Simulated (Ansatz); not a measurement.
## Worked example: correlation energy of GeH, doublet

Geometry: a PBE0/def2-TZVP stationary point for this spin.

```xyz
2

Ge    0.0000    0.0000    0.0000
H     0.0000    0.0000    1.6012
```

Basis cc-pVTZ; Ansatz 0.2.0. Only valence electrons are correlated (noble-gas cores and the filled d shells of p-block atoms frozen), which leaves 5 electrons in 43 orbitals. R marks a restricted (for open shells ROHF) determinant. No spin–orbit coupling is included, and no scalar relativity.

Full CI is exact within this basis and frozen core; it isn't the basis-set limit.

Runs differ by some tens of microhartree through their thresholds and, for an open shell, their frozen cores, so steps under 0.03 kcal/mol mean nothing.

```
    level  total energy (hartree)
      RHF            -2075.929855
     RMP2            -2076.009697
    RCCSD            -2076.030018
 RCCSD(T)            -2076.032649
   RCCSDT            -2076.033246
RCCSDT(Q)            -2076.033309
  full CI            -2076.033308
```

What is the correlation energy at full CI, and what share of it do RMP2 and RCCSD recover?

E(corr) = -2076.033308 − (-2075.929855) = -0.103453 hartree = -2.815 eV. RMP2: -0.079842 / -0.103453 = 77.18 %. RCCSD: -0.100163 / -0.103453 = 96.82 %.

By how many kcal/mol does RCCSD(T) miss full CI (1 hartree = 627.509 kcal/mol), and which steps make up the rest?

-2076.032649 − (-2076.033308) = 0.000659 hartree = 0.41 kcal/mol. Steps: RCCSDT − RCCSD(T) = -0.37, RCCSDT(Q) − RCCSDT = -0.04, full CI − RCCSDT(Q) = 0.00 kcal/mol. That is within 1 kcal/mol of the reference in this basis, which itself misses far more of the correlation at the basis-set limit.
